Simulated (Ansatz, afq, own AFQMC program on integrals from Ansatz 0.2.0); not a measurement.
AFQMC on a folder of integrals that Ansatz 0.2.0 wrote.

```yaml
crystal:
  periodic: [false, false, false]
  atoms:
    - {symbol: Al, position_ang: [0.000000, -0.000040, 0.595878]}
    - {symbol: C, position_ang: [0.000000, -0.006223, -1.177111]}
    - {symbol: H, position_ang: [0.000000, 1.383858, 1.380218]}
    - {symbol: H, position_ang: [0.000000, -1.352861, 1.432075]}
    - {symbol: H, position_ang: [0.000000, -1.010130, -1.606712]}
    - {symbol: H, position_ang: [-0.874941, 0.527176, -1.565041]}
    - {symbol: H, position_ang: [0.874941, 0.527176, -1.565041]}
basis:
  gaussian: {orbitals: 6-31G}
magnetization: {spin_polarized: false}
correlation: {method: ccsd_t, electrons: outside_noble_gas, hamiltonian_folder: ham}
```

```sh
$ ansatz run in.yaml --threads 1 --pin off --events-out ev --progress --plain --max-ram 1382MiB
```

afq runs on the folder ham with

```
--method phaseless --trial hf --walkers 300 --populations 1 --least-time 40 --time-step 0.005 --steps-per-block 20 --equilibration-blocks 112 --max-blocks 600 --target-error 0.00126 --factor-cut 1e-05 --seed 6928 --taylor-order 6
```

Times are imaginary, in 1/Eh. The walk had a cap of 534 s.

Output of the walk:

```
orbitals 26  electrons 6 6  factors 196 of 425
reference energy -282.60960850 Eh
CCSD correlation -0.15743247 Eh in 9 cycles, weight of the determinant in the CISD state 0.9178
energy of the start -282.609609 Eh
 block  time / (1/Eh)  mean weight  energy / Eh
     1     0.100  1.0007  -282.639369
     2     0.200  1.0001  -282.663579
     3     0.300  1.0020  -282.683234
     4     0.400  1.0016  -282.696681
     5     0.500  1.0012  -282.708509
     7     0.700  1.0004  -282.733516
     9     0.900  1.0004  -282.743409
    13     1.300  0.9993  -282.762270
    37     3.700  0.9994  -282.769976
    61     6.100  0.9998  -282.770095
    85     8.500  1.0001  -282.759650
   109    10.900  0.9994  -282.774252
   121    12.100  0.9995  -282.755393
   133    13.300  0.9996  -282.772729
   157    15.700  0.9986  -282.767942
   181    18.100  0.9992  -282.758485
   205    20.500  0.9990  -282.772043
   229    22.900  1.0005  -282.765445
   253    25.300  0.9992  -282.769946
   277    27.700  1.0010  -282.767321
   301    30.100  1.0000  -282.773466
   325    32.500  1.0005  -282.758068
   349    34.900  0.9994  -282.771250
   373    37.300  1.0000  -282.765012
   397    39.700  1.0001  -282.769224
   421    42.100  1.0002  -282.761239
   445    44.500  0.9997  -282.779875
   457    45.700  1.0008  -282.782959
   469    46.900  0.9999  -282.774842
   493    49.300  0.9992  -282.777785
   505    50.500  0.9995  -282.768816
blocks merged  error / Eh  count
     1  0.000410  400
     2  0.000533  200
     4  0.000661  100
     8  0.000720  50
    16  0.000728  25
    32  0.000827  12
energy -282.771447 +/- 0.000728 Eh
(rows thinned)
```

The run passed its tests (sampling time, drift between the halves within three errors, error under three times the target), which doesn't prove that it has relaxed.

Against this walk (error 19.8 meV) on the same determinant: CCSD(T) 45.0 meV higher, the released energy of a separate walk with a CISD trial 33.5 ± 20.5 meV higher (within the noise), a separate phaseless walk with a CISD trial and standard settings 37.9 ± 21.4 meV higher (within the noise). The error is statistical and leaves out the bias of the constraint.

Cautions: constraint bias not in the error.

The walk took 2.5 min on 1 thread of Arm Neoverse V2 (shared host). The log's last line is the phaseless energy.

A walk keeps the symmetry of its determinant, which the program's search chose and which needn't be the lowest solution, so a lower state of the same spin and another symmetry isn't excluded.
